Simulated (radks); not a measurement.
**Cl⁴⁺ in [Ne] 3s2 4s1: an all-electron calculation**

Wanted: eigenvalues, radial structure and energy terms of the chlorine ion Cl4+.

The numbers are computed with radks (a radial shooting solver on a logarithmic mesh, Libxc functionals) version 1 (scalar-relativistic Kohn-Sham, AM05, spin-unpolarised, spherical densities, finite nucleus), except any that are marked as measured or tabulated.

### Step 1. What is computed

| Item | Value |
| --- | --- |
| element | chlorine (Z = 17) |
| charge | +4 |
| electrons | 13 |
| configuration | [Ne] 3s2 4s1 |
| nuclear rms radius | 3.3654 fm |

Outer shells as boxes (Hund's rule):

Cl⁴⁺
```
[Ne] core
3s [↑↓]
4s [↑ ]
```

### Step 2. The run

Settings of this run:

```text
Z 17
configuration [Ne] 3s2 4s1 3p0 3d0 5s0 4f0
relativity scalar-relativistic
functional am05,am05
spin unpolarised
nucleus finite rms 3.3654 fm
c 137.035999084
```

Command:

```console
python run_ks.py task.json out
```

This one command runs every case of the session in turn.

Q: Predict the outcome of this run.

**Answer**, as computed:

```
                        quantity                value
                    total energy   -454.33451 hartree
exchange-correlation share of it               5.46 %
                            −T/E               1.0043
          highest occupied level       4s, -32.438 eV
    most extended occupied level  4s, <r> = 2.90 bohr
 radius at density 0.001 e/bohr³            3.97 bohr
    maxima of the radial density                    2
```

What this shows: The radial density shows 2 maxima for 4 occupied principal shells; where shells overlap, one shows as a shoulder or not at all. Relativity lifts −T/E to 1.004. This is not the tabulated ground configuration, so its levels and sizes aren't those of the ground state, and no measured value stands beside it.
